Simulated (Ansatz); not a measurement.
This Ansatz (an electronic-structure program) input (CCSD(T)/cc-pVQZ) gives -56.83233 Eh with 175 basis functions.

Ansatz 0.2 input:
```yaml
crystal:
  periodic: [false, false, false]
  atoms:
    - {symbol: N, position_ang: [-0.00000000, 0.00000000, 0.00000000]}
    - {symbol: H, position_ang: [0.01428541, 0.96188359, -0.35397200]}
    - {symbol: H, position_ang: [0.83339821, -0.49769460, -0.32934452]}
    - {symbol: H, position_ang: [-0.84032710, -0.47735428, -0.34161902]}
    - {symbol: H, position_ang: [-0.00735652, 0.01316529, 1.02493554]}
basis:
  gaussian:
    orbitals: cc-pVQZ
total_charge: 1
magnetization: {spin_polarized: false}
correlation: {method: ccsd_t, electrons: outside_noble_gas}
```

Change:
```diff
- correlation: {method: ccsd_t, electrons: outside_noble_gas}
+ correlation: {method: ccsd_t, frozen_orbitals: {H: 0, N: 0}}
```

Task: What does the run give now?

Result: -56.86410 Eh (CCSD(T)/cc-pVQZ, 175 functions), a change of -31.77 mEh.
